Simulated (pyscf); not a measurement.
Thermochemistry of product channels of HP=PH + H• on the doublet surface, in kcal/mol, from CCSD(T)/def2-TZVPP + ΔMP2(QZVPP) energies (ideal gas, 1 atm, RRHO with modes under 100 cm⁻¹ raised to 100, one conformer, R ln 2 for rigid chiral ones). PySCF, gas phase, ωB97X-D3(BJ)/def2-SVP geometries. Correlated levels are frozen-core, on RHF or UHF. ΔMP2 is the change of the MP2 total energy from the triple- to the quadruple-zeta basis.

| products | ΔE | ΔH(298 K) | ΔG(600 K) | ΔG(1200 K) |
|---|---|---|---|---|
| •HP–PH₂ | -52.0 | -48.2 | -35.9 | -22.8 |
| PH₂• + PH [triplet] | +4.6 | +5.6 | -0.9 | -6.1 |

The channel to PH₂• + PH [triplet] turns favourable between 298 and 1200 K (ΔG from +2.3 kcal/mol to -6.1 kcal/mol).

These are energies of the channels, which say nothing of barriers. The CCSD(T) − MP2 part came from Ansatz, without density fitting, on the same reference.
